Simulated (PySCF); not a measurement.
AlH2(CN), CH2AlN.
Cartesian coordinates in Å at the PBE0-D3(BJ)/def2-SVP level; atoms count from 1:
```xyz
5
CH2AlN angstrom
Al     0.360    0.627    0.009
H      1.934    0.546    0.061
H     -0.494    1.952   -0.026
C     -0.612   -1.058   -0.015
N     -1.188   -2.067   -0.029
```

Level of theory: TDDFT CAM-B3LYP/def2-SVPD, vertical, gas phase, core orbitals frozen in the response in PySCF.

Predict the UV-vis stick spectrum at this level.

```csv
state,E (eV),λ (nm),ν̃ (cm⁻¹),f,symmetry,"main configurations (H = HOMO, L = LUMO)"
S1,5.26,235.7,42430,0.0000,–,H→L (98%)
S2,6.12,202.5,49370,0.0000,–,H-3→L (88%)
S3,6.33,196.0,51020,0.022,B1 or B2,H-2→L (93%)
S4,6.49,191.1,52340,0.025,A1,"H-1→L (78%), H-3→L+2 (10%)"
S5,7.40,167.5,59720,0.0000,–,H-1→L+2 (92%)
S6,7.81,158.7,63000,0.033,B1 or B2,H-4→L (90%)
S7,8.15,152.2,65720,0.0044,B1 or B2,"H-2→L+2 (82%), H→L+4 (10%)"
S8,8.41,147.4,67850,0.289,A1,"H→L+2 (52%), H-1→L (18%), H-1→L+5 (16%)"
S9,8.54,145.2,68850,0.014,B1 or B2,"H→L+4 (71%), H→L+3 (15%)"
S10,8.69,142.7,70060,0.171,B1 or B2,"H→L+1 (75%), H→L+3 (16%)"
S11,8.88,139.7,71580,0.0000,–,"H→L+5 (63%), H-3→L+5 (17%), H-3→L (10%)"
S12,8.94,138.7,72100,0.045,A1,"H-3→L+2 (47%), H→L+2 (31%), H-1→L+5 (12%)"
S13,9.02,137.4,72780,0.158,B1 or B2,"H→L+3 (61%), H→L+1 (21%)"
S14,9.46,131.1,76290,0.055,B1 or B2,"H-1→L+1 (42%), H-1→L+4 (32%), H-1→L+3 (20%)"
S15,9.59,129.3,77360,0.046,B1 or B2,"H-3→L+1 (39%), H-3→L+4 (32%), H-3→L+3 (23%)"
```

Triplets (Tamm–Dancoff): T1 4.85 eV, H→L (94%); T2 5.21 eV, H-1→L (69%), H-1→L+5 (21%); T3 5.68 eV, H-3→L (75%), H-3→L+5 (9%); T4 5.70 eV, H-2→L (86%).

The lowest singlet lies at 5.26 eV (236 nm, ultraviolet) and is dark (f under 0.0005); its leading configuration is HOMO→LUMO (98%). The most intense listed level is S8 at 8.41 eV (147 nm, f = 0.289), 3.15 eV above S1. Löwdin shares by element: HOMO hydrogen 44%, aluminium 30%, nitrogen 14%; LUMO aluminium 58%, carbon 17%, nitrogen 8%, hydrogen 8% or more. Orbital energies (eV): HOMO-3 -11.61, HOMO-2 -11.53, HOMO-1 -11.44, HOMO -10.65, LUMO -1.64, LUMO+1 0.75, LUMO+2 0.84. The oscillator strengths of these states sum to 0.862; summed over the whole spectrum of an exact calculation they would give the number of electrons, 28 (Thomas–Reiche–Kuhn). Weighted by f, the mean energy of these states is 8.60 eV. Symmetry labels in C2v follow from the direction of the transition dipole and are given only for states with f of 0.002 or more; B1 and B2 swap with the choice of axes. The window holds the lowest 15 singlets.
